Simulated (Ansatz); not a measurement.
# Relaxing sodium (bcc)

The calculation used DFT, RPBE, plane waves (420 eV) with PAW, scalar-relativistic (Ansatz). The PAW files were generated under PBE, with cores re-solved for the functional.

k-point mesh 11×11×11, Fermi-Dirac smearing 0.1 eV, no spin polarisation. Cell and atoms relax.

Starting structure:

```yaml
crystal:
  lattice:
    - [-2.11250, 2.11250, 2.11250]
    - [2.11250, -2.11250, 2.11250]
    - [2.11250, 2.11250, -2.11250]
  atoms:
    - { symbol: Na, position: [0.00000, 0.00000, 0.00000] }
```

Problem. The pressure at the start is 0.3 GPa. By how much does the volume change?

Solution. From 37.71 to 39.40 Å³ per atom, 4.5 %. The final cell has a = 4.287 Å.

Problem. How much energy does the relaxation gain?

Solution. 1.8 meV per atom.

Path of the relaxation (the plane waves are chosen anew near the end, which can shift the energy a little):

| step | E − E(final) (meV/atom) | V (Å³/atom) | P (GPa) | max force (eV/Å) |
| --- | --- | --- | --- | --- |
| 0 | 1.83 | 37.709 | 0.35 | 0.000 |
| 1 | 1.22 | 38.025 | 0.28 | 0.000 |
| 2 | 0.02 | 39.395 | 0.01 | 0.000 |
| 3 | 0.00 | 39.395 | 0.01 | 0.000 |
